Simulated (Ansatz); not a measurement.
Results of B3LYP (VWN-RPA form) in Ansatz (PAW) for wurtzite AlN.

Total energies, extrapolated to zero smearing (they compare only within this program, potentials and cutoff; free atoms with spin allowed, lowest state found):

```json
[
 {"system": "wurtzite AlN, relaxed", "energy (eV/atom)": "-464.9853"},
 {"system": "free Al atom", "energy (eV/atom)": "-538.3951"},
 {"system": "free N atom", "energy (eV/atom)": "-380.6695"}
]
```

Question: Work out the cohesive energy per atom.

Answer: E_coh = [1 × (-538.3951) + 1 × (-380.6695)]/2 − (-464.9853) = 5.45 eV/atom. The reference value is 5.85 ± 0.03 eV/atom (worked out here from tabulated enthalpies at 298 K, copied from a table, unchecked, brought to a static lattice with a Debye model, atoms in their spin–orbit ground levels; inputs from the CRC Handbook), a difference of -0.40 eV/atom.

The PAW data were made under PBE.

Ansatz is a program for electronic structure.
